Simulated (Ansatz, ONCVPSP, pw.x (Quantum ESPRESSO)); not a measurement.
From atom to crystal: ONCV potential for N

```
Element                 : N
Generator               : ONCVPSP 4.0.1.1 (patched build)
Type                    : optimised norm-conserving Vanderbilt (ONCV)
Functional              : PBEsol
Relativity              : scalar-relativistic
Frozen core             : [He]
Valence charge          : 5
Reference configuration : 2s2 2p3
Partial waves           : 2s: rc 1.05 bohr, ncon 3, nbas 7, qcut 7.5 1/bohr, 3 projectors, debl 1 Ha; 2p: rc 2.40 bohr, ncon 4, nbas 7, qcut 6.8 1/bohr, 1 projector; d scattering state at 0.31 Ha: rc 2.25 bohr, ncon 4, nbas 8, qcut 3.7 1/bohr, 2 projectors, debl 3.2 Ha
Local potential         : polynomial inside 0.65 bohr (lpopt 3, dvloc0 0 Ha)
Core correction         : Teter function, fcfact 5.8, rcfact 1.4
```

Atomic tests: cutoffs needed: 23 Ha and 43 Ha (the cutoffs (Ha) at which the residual kinetic energy of the hardest occupied pseudo-wave falls to 1 and 0.1 mHa per electron); ghost test: no bound ghost flagged; GHOST(+) flags only above 600 eV; configuration tests: 1 of 4 tests not solved or not reliable.

Crystal test: bcc N in pw.x 7.5, no spin, 18³ k-points, Fermi–Dirac smearing 0.01 Ry, cutoffs 100/400 Ry. The reference is all-electron LAPW (Ansatz 0.2.0) with the same functional, mesh and smearing; V0 and B0 come from Birch–Murnaghan fits to the pressures at five volumes. Errors are pseudo minus all-electron; Δ is the rms difference of the E(V) curves that follow from these fits, minima aligned, over ±6 % about the mean V0. Mesh and smearing are coarse, so the numbers serve the comparison and aren't converged zero-temperature values; the lattice is a test structure that the element need not adopt. Spin polarisation is left out.

All-electron: a0 = 2.395 Å (V0 = 6.87 Å³/atom), B0 = 214.6 GPa.

Task: How far does the potential miss the all-electron equation of state?

Result: mean pressure error (GPa): +3.94; a0 (Å): 2.410; a0 error (%): +0.62; B0 error (%): -4.4; Δ (meV/atom): 5.9. The largest radius (2.40 bohr) exceeds half the bond length (1.96 bohr), so the spheres overlap, which is one possible source of error among others. This is a poor potential for the solid. Atomic configuration tests: 1 of 4 tests not solved or not reliable.

```
V (Å³/atom)  P all-electron (GPa)  P pseudo (GPa)
      6.552                 11.27           15.52
      6.725                  4.87            8.96
      6.897                 -0.77            3.17
      7.069                 -5.74           -1.96
      7.242                -10.12           -6.49
```

Task: At the middle volume, how do free energy and pressure move when the wave cutoff is lowered (ecutrho kept at four times it)?

Result:

```json
{"cutoff (Ry)": "45", "shift of F (meV/atom)": "+65.6", "shift of P (GPa)": "-7.99"}
{"cutoff (Ry)": "60", "shift of F (meV/atom)": "+5.3", "shift of P (GPa)": "-0.25"}
{"cutoff (Ry)": "80", "shift of F (meV/atom)": "+2.8", "shift of P (GPa)": "-0.12"}
```

The run at the middle volume (195 k-points, 7 iterations) took about 12 s on one core of a shared host (Intel(R) Xeon(R) 6975P-C, 192 threads, 378 GiB, load 78).
